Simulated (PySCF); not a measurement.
Acid–base and redox partners of C=C=C. Isolated molecules, 0 K electronic values unless said otherwise. Strings in code marks are SMILES.

The numbers are results of B3LYP-D3(BJ)/def2-TZVP (PySCF), not measurements. B3LYP has the VWN-RPA correlation part, as in Gaussian. Delta-SCF ions had no search for a lower state. Excitations are Tamm–Dancoff values on a coarser integration grid. The basis has no diffuse functions, so Rydberg states are missing or too high.

| species | hole reorganisation energy (four-point) (eV) | S1 excitation (TDA) (eV) | vertical ionisation energy (Delta-SCF) (eV) | HOMO (eV) | HOMO–LUMO gap (eV) |
|---|---|---|---|---|---|
| neutral parent (`C=C=C`) | 1.190 | 5.92 | 10.08 | -7.50 | 7.56 |
| proton added at C1 (`C=[C+]C` (not the most basic site)) | 0.701 | 3.44 | 17.71 | -14.89 | 5.24 |
| proton added at C2 (`C=C[CH2+]`) | 1.869 | 5.06 | 18.58 | -15.77 | 5.25 |
